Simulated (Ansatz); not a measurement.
# AlH2F: a ladder of functionals and wavefunction methods

The task here is to estimate one member of a computed series from the others.

Method: functionals in def2-TZVPP, the program's frozen cores in correlated methods; program: Ansatz 0.2.0, Gaussian basis.

The runs, in order: LDA (SPW92), PBE-D4, revPBE-D4, BLYP-D4, r2SCAN-D4, B97M-V, PBE0-D4, B3LYP-D4, r2SCANh-D4, r2SCAN0-D4, HSE06-D4, BHLYP-D4, CAM-B3LYP-D4, LC-ωPBE, ωB97X-V, ωB97M-V, B2PLYP, PBE-QIDH; CCSD(T)/def2-SVP; CCSD(T)/def2-TZVPP; CCSD(T)/def2-QZVPP; extrapolation to the limit; RPA on PBE.

### The geometry

The geometry comes from an earlier relaxation with PBE0-D4 in a triple-zeta def2 set; it is a stationary point.

4 atoms, charge 0, spin multiplicity 1.

Atoms are counted from 1 here; the program's logs count them from 0.

Bond lengths: F1–Al2 1.650 Å, Al2–H3 1.576 Å, Al2–H4 1.576 Å. Angles: F1–Al2–H3 117.0°, F1–Al2–H4 117.0°, H3–Al2–H4 126.1°.

Set-up of the first run:

in.yaml reads:

```yaml
crystal:
  periodic: [false, false, false]
  atoms:
    - {symbol: F, position_ang: [-0.330317, -0.029967, 1.551872]}
    - {symbol: Al, position_ang: [0.026202, -0.014763, -0.058872]}
    - {symbol: H, position_ang: [-0.405822, -1.276273, -0.898294]}
    - {symbol: H, position_ang: [0.765436, 1.260705, -0.615106]}
basis:
  gaussian: {orbitals: def2-TZVPP}
hamiltonian: {xc: lda}
output: {orbitals: {seedname: orbitals}}
```

The run is started by

```console
> ansatz run in.yaml --threads 4 --pin off --events-out ev --progress --plain --max-ram 10444MiB
```

Among the steps run: LDA; PBE-D4 (GGA); revPBE-D4 (GGA); BLYP-D4 (GGA); r2SCAN-D4 (meta-GGA); B97M-V (meta-GGA); B3LYP-D4 (hybrid); r2SCANh-D4 (hybrid); r2SCAN0-D4 (hybrid); HSE06-D4 (hybrid); BHLYP-D4 (hybrid); CAM-B3LYP-D4 (range-separated); LC-ωPBE (range-separated); ωB97X-V (range-separated); ωB97M-V (range-separated); B2PLYP (double hybrid); PBE-QIDH (double hybrid).

One table of the session follows, with a row left open; its other results are not shown here.

It belongs to the step «Frontier levels by functional». 

```
  functional  HOMO (eV)  LUMO (eV)  gap (eV)
 LDA (SPW92)      -7.49      -2.38      5.11
      PBE-D4      -7.45      -2.14      5.31
   revPBE-D4      -7.43      -2.04      5.39
     BLYP-D4      -7.39      -2.07      5.32
   r2SCAN-D4      -7.79      -1.75      6.04
      B97M-V          ?          ?         ?
     PBE0-D4      -8.79      -1.37      7.42
    B3LYP-D4      -8.62      -1.62      7.00
  r2SCANh-D4      -8.28      -1.50      6.78
  r2SCAN0-D4      -9.01      -1.13      7.88
    HSE06-D4      -8.38      -1.74      6.65
    BHLYP-D4     -10.08      -0.66      9.41
CAM-B3LYP-D4     -10.23      -0.49      9.74
     LC-ωPBE     -11.60       0.65     12.26
     ωB97X-V     -11.25       0.54     11.79
     ωB97M-V     -11.01       0.22     11.24
```

**Question.** Estimate the row for B97M-V.

**Answer.** HOMO (eV): -7.88; LUMO (eV): -2.06; gap (eV): 5.82. In the column «HOMO (eV)» it lies between r2SCANh-D4 (-8.28) and r2SCAN-D4 (-7.79).
